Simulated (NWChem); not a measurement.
## NWChem timings: PH (SMILES [PH])

The species is PH (2 atoms), meant as a triplet with charge 0. SMILES: `[PH]`. The coordinates come from a PBE0-D4/def2-TZVP relaxation.

```xyz
2

P     0.0000    0.0000   -0.0146
H     0.0000    0.0000    1.4137
```

Program: NWChem 7.3.0. Hardware: 1 thread of Intel Xeon Platinum 8175M at 2.50GHz (Skylake/Cascade Lake), shared host, so times are rough. Two-electron integrals are exact unless an approximation is named.

Problem. Estimate their order by wall time, quickest first.
A. gradient at UB3LYP/cc-pVTZ, grid xfine
B. gradient at UHF/3-21G
C. gradient at UB3LYP/6-311+G**, grid xfine
D. gradient at UMP2/def2-SVP, 5 core orbitals frozen

Solution. B (1 s), D (3.6 s), C (9.3 s), A (23 s).
